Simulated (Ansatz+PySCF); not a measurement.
The numbers below are computed, except where a source is named.
## PySCF 2.14.0 run

```python
from pyscf import gto, scf, mp

mol = gto.M(atom="""
Li 0.000000 0.000000 -2.585150
F 0.000000 0.000000 0.861720
""", basis='sto-3g', charge=0, spin=0)
mf = scf.RHF(mol)
mf.kernel()
pt = mp.MP2(mf, frozen=1).run()
print(mf.e_tot, pt.e_corr, pt.e_tot)
```

The script is written out from the run's settings.

The run gave:

```yaml
Converged: yes
Reference_energy: -105.12108 hartree
Correlation_energy: -0.11918 hartree
Total_energy: -105.24026 hartree
```

Caution: large amplitudes, a single reference is doubtful; an unrestricted determinant lies well below.
